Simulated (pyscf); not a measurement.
A first-order saddle from PySCF, ωB97X-D3(BJ)/def2-SVP:

```xyz
6

Si     0.0818     0.2460    -0.4688
H      0.7715     1.0055    -1.5510
H      0.8374     0.4611     0.9341
H     -1.3125     0.7306    -0.2863
H      0.1023    -1.2145    -0.7497
O      0.6625     0.0288     2.2183
```
Charge 0, spin multiplicity 3.

Surface: triplet, charge 0. Lowest wavenumbers (cm⁻¹): 1072i, 132, 244, 545, 808.

Problem. Name the species on either side of this saddle.

Solution. silane (SiH₄) + O atom (O) [triplet] <-> silyl (SiH₃•) + hydroxyl (OH•), a hydrogen abstraction read from left to right: H–Si broken and H–O formed. At CCSD(T)/def2-TZVPP + ΔMP2(QZVPP) it lies +7.0 kcal/mol from the left side and +16.5 kcal/mol from the right (each side as separated species at their lowest minima found). SiH₃• + OH• also meet on a surface of lower spin, which isn't treated here. This is the saddle that the search found; another between the same sides may lie lower. The angle at the transferred H is 136°. The CCSD(T) − MP2 part came from Ansatz, without density fitting, on the same reference. Left out: the spin-orbit lowering of OH, O.
